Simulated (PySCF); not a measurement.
Isomers of C4H6O, one conformer each. Computed with core-valence-separated Tamm–Dancoff BHandHLYP/aug-pcX-1 (pcseg-1 on H) in PySCF, non-relativistic, gas phase, PBE0-D3(BJ)/def2-SVP geometry. No empirical shift is added; at this level the pattern usually sits a few eV under experiment.

P. `O=CC1CC1`
Q. `C1C=CCO1`
R. `C#COCC`
S. `C/C=C/C=O`

Main lines, eV (oscillator strength):
1. C K: 282.2 (0.067), 282.5 (0.040), 283.2 (0.074), 285.5 (0.021), 285.7 (0.008); O K: 528.2 (0.049)
2. C K: 283.8 (0.056), 284.6 (0.050), 285.4 (0.066), 285.5 (0.011), 285.7 (0.071); O K: 534.6 (0.012), 535.2 (0.016), 535.7 (0.017), 535.9 (0.015), 536.1 (0.009)
3. C K: 282.8 (0.123), 285.9 (0.033), 287.0 (0.052), 287.5 (0.055); O K: 533.7 (0.004), 534.0 (0.010), 534.2 (0.026), 534.7 (0.003), 534.9 (0.024)
4. C K: 283.4 (0.079), 285.6 (0.054), 286.2 (0.028), 286.3 (0.017), 286.4 (0.049); O K: 528.5 (0.051)
Listed: the first five lines at most of each edge with a tenth or more of its strongest line's intensity; roots within 0.03 eV on the same or equivalent atoms are summed. Only the lowest roots were sought, and the top ones are left out.

Q: Which spectrum belongs to which isomer?

A: 1 = S, 2 = R, 3 = Q, 4 = P.
- P: first C line listed at 283.4 eV, hole on the aldehyde carbon (1s→π*); first O line listed at 528.5 eV, hole on the aldehyde oxygen (1s→π*).
- Q: first C line listed at 282.8 eV, hole on the alkene CH carbon; first O line listed at 533.7 eV, hole on the cyclic ether oxygen.
- R: first C line listed at 283.8 eV, hole on the terminal alkyne carbon (1s→π*); first O line listed at 534.6 eV, hole on the ether oxygen.
- S: first C line listed at 282.2 eV, hole on the alkene CH carbon (1s→π*); first O line listed at 528.2 eV, hole on the aldehyde oxygen (1s→π*).

Q: What are the ground-state energies of the isomers at BHandHLYP/aug-pcX-1 (pcseg-1 on H), relative to the lowest?

A: P 42.1, Q 43.5, R 194.6, S 0.0 kJ/mol (electronic energies on these geometries, no dispersion or zero-point terms).
